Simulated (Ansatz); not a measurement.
Two shapes of singlet CH2S.

Shape 1:

```xyz
4

C     0.0000    0.0000   -0.9399
S     0.0000    0.0000    0.5379
H     0.0000   -0.8553   -1.4837
H     0.0000    0.8553   -1.4837
```

Shape 2:

```xyz
4

C     0.0098    0.0001   -1.0238
S    -0.0042    0.0088    0.5869
H    -0.0091   -0.9333   -1.6151
H     0.0054    0.9237   -1.6186
```

Basis set: def2-TZVP (spherical functions). Left uncorrelated: 6 orbitals. Charge 0, multiplicity 1.

Computed with Ansatz (development build ahead of 0.2.0); each method stands on the lowest determinant of its kind that the runs found.

Question: Which shape is lower in energy, and by how much in each method?

Answer:

| method | E(2) − E(1) (eV) |
| --- | --- |
| RHF | -0.531 |
| RHF-MP2 | -0.713 |

Shape 2 is lower. Caution: no unrestricted run beside it, a lower state can exist.
